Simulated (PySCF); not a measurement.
**Li₃: structure of the doublet**

Aim: relax Li₃ as a doublet from a equilateral triangle start, check by its vibrations whether the end is a minimum, and collect its spectrum and constants.

Method: PBE, basis Li def2-TZVP, no relativity, density fitting; program: PySCF 2.14.0.

## 1. Where the work starts

3 atoms, charge 0, spin multiplicity 2.

No contacts short enough for the rule that draws bonds.

```xyz
3
charge 0 multiplicity 2
Li    0.8293   -1.4364    0.0000
Li   -1.6586    0.0000    0.0000
Li    0.8293    1.4364    0.0000
```

## 2. Finding the electronic state

One driver script runs all steps and calls PySCF; scf.py shows how it sets up the SCF of each step. The optimiser is the driver's own. After this first run the driver tries any further starts and a stability analysis.

The input, scf.py:

```python
from pyscf import gto, scf, dft
mol = gto.M(atom='''
Li     0.829300    -1.436390     0.000000
Li    -1.658610    -0.000010     0.000000
Li     0.829310     1.436390     0.000000''',
    basis={'Li': 'def2-TZVP'},
    charge=0, spin=1)
mf = dft.UKS(mol, xc='PBE')
mf.grids.atom_grid = (50, 194)
aux = {'Li': 'def2-universal-JKFIT'}
mf = mf.density_fit(auxbasis=aux)
mf.conv_tol = 1e-08
mf.diis_space = 10
mf.max_cycle = 60
mf.init_guess = 'minao'
mf.verbose = 4
mf.kernel()
```

Launch:

```console
> OMP_NUM_THREADS=2 python axn.py task.json out
```

Standard output:

```text
init E= -22.4339028391674
[... the frontier-level lines of each cycle are left out ...]
cycle= 1 E= -22.4281253255907  delta_E= 0.00578  |g|= 0.0646  |ddm|= 0.874
cycle= 2 E= -22.4290163541684  delta_E= -0.000891  |g|= 0.0545  |ddm|= 0.484
cycle= 3 E= -22.4347114425286  delta_E= -0.0057  |g|= 0.0256  |ddm|= 0.303
cycle= 4 E= -22.4368678531716  delta_E= -0.00216  |g|= 0.00376  |ddm|= 0.104
cycle= 5 E= -22.4369334380442  delta_E= -6.56e-05  |g|= 0.00142  |ddm|= 0.0247
cycle= 6 E= -22.4369573819289  delta_E= -2.39e-05  |g|= 0.00118  |ddm|= 0.0176
cycle= 7 E= -22.4369724491828  delta_E= -1.51e-05  |g|= 0.000548  |ddm|= 0.0127
cycle= 8 E= -22.4369803703288  delta_E= -7.92e-06  |g|= 0.00031  |ddm|= 0.0153
cycle= 9 E= -22.4369825787802  delta_E= -2.21e-06  |g|= 0.000178  |ddm|= 0.0109
cycle= 10 E= -22.4369837842792  delta_E= -1.21e-06  |g|= 0.00013  |ddm|= 0.0116
cycle= 11 E= -22.4369845799971  delta_E= -7.96e-07  |g|= 3.79e-05  |ddm|= 0.0157
cycle= 12 E= -22.4369846334817  delta_E= -5.35e-08  |g|= 1.63e-05  |ddm|= 0.00319
cycle= 13 E= -22.4369846417231  delta_E= -8.24e-09  |g|= 1.53e-06  |ddm|= 0.00194
Extra cycle  E= -22.4369846417314  delta_E= -8.37e-12  |g|= 1.28e-06  |ddm|= 1.24e-05
converged SCF energy = -22.4369846417314  <S^2> = 0.79647442  2S+1 = 2.0459466
```

This step, with its further starts and checks, took 2.7 s on 2 threads of Arm Neoverse V2, shared host.

Energies from each starting density:

```
                      start  energy (Eh)
    the minimal-basis guess   -22.436985
a thermally smeared density   -22.436764
      a smeared PBE density   -22.436764
```

The test of internal stability and the other starts found no lower solution of this spin.

## 3. Relaxing the doublet from the equilateral triangle start

The program finds D3h symmetry in the start, which this walk keeps. The walk stops when the largest gradient is under 0.0003 Eh/bohr and the energy has settled too.

scf.py, as its differences from that of step 2:

```diff
@@ -3,3 +3,3 @@
-Li     0.829300    -1.436390     0.000000
-Li    -1.658610    -0.000010     0.000000
-Li     0.829310     1.436390     0.000000''',
+Li     0.829303    -1.436394     0.000000
+Li    -1.658605    -0.000000     0.000000
+Li     0.829302     1.436394     0.000000''',
@@ -15 +14,0 @@
-mf.init_guess = 'minao'
```

Steps of the walk:

```
step  energy (Eh)  change (kJ/mol)  largest symmetric gradient (Eh/bohr)
   0   -22.436984             0.00                               0.00143
   1   -22.437007            -0.06                               0.00129
   2   -22.437102            -0.31                               0.00008
   3   -22.437103            -0.31                               0.00000
```

The walk took 1 s.

After 3 steps and 0.3 kJ/mol it ends at D3h: Li–Li 2.924 Å (×3); Li–Li–Li 60.0° (×3). A gradient of 0.0048 Eh/bohr that breaks the symmetry is left: this electronic state wants a lower symmetry.

## 4. Releasing the symmetry

The geometry is nudged along the force that breaks the symmetry.

The program finds C2v symmetry in the start, which may break. Threshold on the gradient: 0.0003 Eh/bohr, with a further test on the energy change.

scf.py, as its differences from that of step 3:

```diff
@@ -3,3 +3,3 @@
-Li     0.829303    -1.436394     0.000000
-Li    -1.658605    -0.000000     0.000000
-Li     0.829302     1.436394     0.000000''',
+Li     0.834451    -1.445310    -0.000000
+Li    -1.697812    -0.016693     0.000000
+Li     0.863361     1.462003    -0.000000''',
```

Steps of the walk:

```
step  energy (Eh)  change (kJ/mol)  largest gradient (Eh/bohr)
   0   -22.437598             0.00                     0.00425
   1   -22.437989            -1.03                     0.00376
   2   -22.439470            -4.91                     0.00125
   3   -22.439599            -5.25                     0.00100
   4   -22.439619            -5.31                     0.00090
   5   -22.439641            -5.36                     0.00082
   6   -22.439664            -5.42                     0.00055
   7   -22.439675            -5.45                     0.00020
   8   -22.439677            -5.46                     0.00003
```

The walk took 2.5 s.

After 8 steps and 5.5 kJ/mol it ends at C2v: Li–Li 2.810 Å (×2); Li–Li–Li 73.3°.

## 5. Is it a minimum? Harmonic modes

On the finer grid the gradient is checked again; gradients at displacements of ±0.02 bohr then give force constants and infrared intensities.

scf.py, as its differences from that of step 4:

```diff
@@ -3,3 +3,3 @@
-Li     0.834451    -1.445310    -0.000000
-Li    -1.697812    -0.016693     0.000000
-Li     0.863361     1.462003    -0.000000''',
+Li     0.751399    -1.301445    -0.000000
+Li    -1.828139    -0.187854     0.000000
+Li     1.076740     1.489299    -0.000000''',
@@ -9 +9 @@
-mf.grids.atom_grid = (50, 194)
+mf.grids.atom_grid = (75, 302)
@@ -12 +12 @@
-mf.conv_tol = 1e-08
+mf.conv_tol = 1e-10
```

The driver hands on the density of the step before, so the log starts near convergence.

Log of the central SCF (cycles and frontier levels):

```text
init E= -22.4396763904074
[... the frontier-level lines of each cycle are left out ...]
cycle= 1 E= -22.4396763904084  delta_E= -9.52e-13  |g|= 8.08e-07  |ddm|= 7.66e-06
Extra cycle  E= -22.4396763904062  delta_E= 2.19e-12  |g|= 1.2e-06  |ddm|= 1.04e-05
converged SCF energy = -22.4396763904062  <S^2> = 0.78491141  2S+1 = 2.0346119
```

The whole step took 4.7 s.

Geometry: C2v; Li–Li 2.810 Å (×2); Li–Li–Li 73.3°.

Modes, for the most abundant isotopes:

| symmetry | ω (cm⁻¹) | IR (km/mol) | μ (u) |
| --- | --- | --- | --- |
| a1 | 159 | 8.1 | 7.02 |
| b2 | 180 | 9.9 | 7.02 |
| a1 | 313 | 18.8 | 7.02 |

Every mode is real; the point is a minimum.

Constants and moments:

```yaml
Dipole_moment: 0.28 D
Highest_occupied_level: -2.59 eV
Lowest_empty_level: -2.06 eV
Rotational_constants: 0.7093, 0.4271, 0.2666 cm⁻¹
Zero-point_energy: 3.9 kJ/mol
Principal_polarisabilities: 155.5, 226.4, 417.7 bohr³
Atomisation_energy_without_zero-point_energy: 141 kJ/mol
Principal_traceless_quadrupole_moments_about_the_centre_of_mass: -7.64, -5.56, 13.19 D Å
Entropy_at_298.15_K_and_1_bar_electronic_part_spin_only: 267.2 J/(mol K)
Heat_capacity_Cp_at_298.15_K: 55.9 J/(mol K)
Enthalpy_at_298.15_K_above_0_K: 14.18 kJ/mol
Rotational_symmetry_number: 2
Spin_squared_⟨S²⟩: 0.785
```

Charges (e) and bond orders:

```
 atom  Mulliken  Löwdin  polar tensor  spin (Mulliken)  Mayer order to Li1
  Li1      0.04    0.00          0.16             0.27                   –
Li2,3     -0.02    0.00         -0.08             0.37                0.64
```

Mulliken populations on Li1: s 2.62, p 0.34.

## 6. Summary of results

```
                                          quantity                               value
                                           minimum                        doublet, C2v
                                          geometry  Li–Li 2.810 Å (×2); Li–Li–Li 73.3°
                                wavenumbers (cm⁻¹)        159 (a1), 180 (b2), 313 (a1)
                                     dipole moment                              0.28 D
highest occupied, lowest empty level (either spin)                     -2.59, -2.06 eV
                        polar-tensor charge of Li1                             +0.16 e
                                 zero-point energy                          3.9 kJ/mol
                               entropy at 298.15 K                     267.2 J/(mol K)
         atomisation energy (no zero-point energy)                          141 kJ/mol
                                              ⟨S²⟩                               0.785
```

The equilateral triangle start (D3h) ends in a minimum of C2v symmetry. In the infrared the band at 313 cm⁻¹ (a1, stretch) leads. Only this shape and spin were tried, so other structures or states may lie lower.

The search up to here took 11 s on 2 threads of Arm Neoverse V2, shared host.
